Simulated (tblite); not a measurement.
Input of a run (GFN2-xTB geometry optimisation, gas phase (tblite 0.8.0)), started from a force field or distance geometry:
```
{"job": {"kind": "relax", "xc": "GFN2-xTB", "basis": "xTB"}, "charge": 0, "multiplicity": 1}
C      0.997500     1.017200    -0.020300
C      1.325700    -0.314800    -0.023400
C      0.406200    -1.339900     0.006800
C     -0.967800    -1.012000     0.007100
C     -1.337900     0.330900     0.017500
C     -0.380700     1.331600    -0.009800
H      1.722800     1.820100    -0.036500
H      2.380700    -0.597500    -0.018400
H      0.706600    -2.380100     0.008700
H     -1.730000    -1.807800     0.033600
H     -2.407900     0.579800     0.017900
H     -0.714100     2.372000    -0.009300
```

Output (eV, eV/Å):
```
step      E/eV     max force
  0    -432.01053    1.867
  1    -432.06761    0.850
  2    -432.08887    0.389
  3    -432.09949    0.289
  4    -432.10348    0.147
  5    -432.10507    0.122
  6    -432.10579    0.078
  7    -432.10634    0.077
  8    -432.10673    0.051
  9    -432.10688    0.023
 10    -432.10693    0.019
 11    -432.10697    0.021
 12    -432.10700    0.016
 13    -432.10702    0.011
 14    -432.10703    0.004
```

Question: Summarise the run.

Answer: The energy falls by 2.2 kcal/mol over 14 L-BFGS steps, the largest force on an atom goes from 1.87 to 0.004 eV/Å, and the atoms move by 0.026 Å rms after alignment. Among the bonds, C3–C4 and C1–C6 change most and about equally (-0.029 to -0.028 Å). Bonds longer at the end by more than 0.005 Å: 2 of 12; shorter: 7. Among the angles that change most is C1–C2–C3, from 124.3° to 120.0°. The energy never rose by more than 1e-5 eV on the way. The first step brought 59 % of the lowering.

Question: What are the final bond lengths?

Answer: C1–C2 1.385 Å, C2–C3 1.385 Å, C3–C4 1.385 Å, C4–C5 1.385 Å, C5–C6 1.385 Å, C1–C6 1.385 Å, C1–H7 1.080 Å, C2–H8 1.080 Å, C3–H9 1.080 Å, C4–H10 1.080 Å, C5–H11 1.080 Å, C6–H12 1.080 Å. Numbering counts from 1 in the input's order; the species is benzene, `C1=CC=CC=C1`.

Run on an x86-64 server with one thread, shared host.

Its GFN2-xTB frequencies are all real (lowest 368 cm⁻¹).

The numbers are calculated, not measured.
